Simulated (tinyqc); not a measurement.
Inside a calculation. Method: UKS/PBE in the sto-6g basis, for LiH+, spin multiplicity 2. One step of it, computed by the program tinyqc.

Task: Orthogonalisation. S = U s U^T; symmetric (Loewdin) form X = U s^(-1/2) U^T, so that X^T S X = 1.

overlap S:
```
,1Li 1s,1Li 2s,1Li 2px,1Li 2py,1Li 2pz,2H 1s
1Li 1s,1.000000,0.235742,0.000000,0.000000,0.000000,0.109040
1Li 2s,0.235742,1.000000,0.000000,0.000000,0.000000,0.452040
1Li 2px,0.000000,0.000000,1.000000,0.000000,0.000000,0.000000
1Li 2py,0.000000,0.000000,0.000000,1.000000,0.000000,0.000000
1Li 2pz,0.000000,0.000000,0.000000,0.000000,1.000000,0.545215
2H 1s,0.109040,0.452040,0.000000,0.000000,0.545215,1.000000
```

Give: eigenvalues of S; X.

Result:

eigenvalues of S: 0.2904  0.8000  1.0000  1.0000  1.1540  1.7556

X:
```
,1Li 1s,1Li 2s,1Li 2px,1Li 2py,1Li 2pz,2H 1s
1Li 1s,1.0221,-0.1174,0.0000,0.0000,0.0058,-0.0186
1Li 2s,-0.1174,1.1458,0.0000,0.0000,0.1505,-0.3443
1Li 2px,0.0000,0.0000,1.0000,0.0000,0.0000,0.0000
1Li 2py,0.0000,0.0000,0.0000,1.0000,0.0000,0.0000
1Li 2pz,0.0058,0.1505,0.0000,0.0000,1.1827,-0.4182
2H 1s,-0.0186,-0.3443,0.0000,0.0000,-0.4182,1.3087
```
